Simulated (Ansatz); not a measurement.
Geometry optimisation, Ansatz 0.2.0, UKS revPBE/def2-SVP.

Input file:

```yaml
crystal:
  periodic: [false, false, false]
  atoms:
    - { symbol: B, position_ang: [0.0, 0.0, -0.360534] }
    - { symbol: H, position_ang: [0.0, 0.0, 2.036642] }
    - { symbol: H, position_ang: [1.091251, 0.0, -0.89385] }
    - { symbol: H, position_ang: [-1.091251, 0.0, -0.89385] }
    - { symbol: H, position_ang: [0.0, 0.0, 2.761592] }
magnetization:
  spin_polarized: true
  initial_magnetization: 1
basis:
  gaussian: { orbitals: def2-SVP }
hamiltonian:
  xc: revpbe
relax:
  f_tol: 0.03
  max_steps: 50
```

Command:

```bash
$ ansatz run input.yaml --threads 1 --pin off --max-ram 2048MiB --backend cpu --events-out ev --progress --plain --runs-dir out
```

Question: Where does it end, and by what steps?

Answer: The run converged. The force dipped under the threshold on the way, but the program's further checks kept it going. After 6 steps the energy has fallen by 0.108 eV; H5 moved furthest, 0.76 Å.

```tsv
step	energy less start (eV)	largest force component (eV/Å)	accepted
0	0.0000	1.954	yes
1	-0.0809	0.069	yes
2	-0.0995	0.111	yes
3	-0.1055	0.045	yes
4	-0.1075	0.013	yes
5	-0.1082	0.009	yes
6	-0.1082	0.006	yes
```

```xyz
5
Properties=species:S:1:pos:R:3
B 0.000 0.000 -0.859
H 0.000 0.000 2.753
H 1.095 0.000 -1.382
H -1.095 0.000 -1.382
H 0.000 0.000 3.520
```

Whether the end is a true minimum wasn't checked by a vibrational analysis.

Run time: 4.9 s on 1 thread of AMD EPYC 7R43 64-Core Processor (Zen 3), with other jobs on the host, peak memory 0.11 GiB.
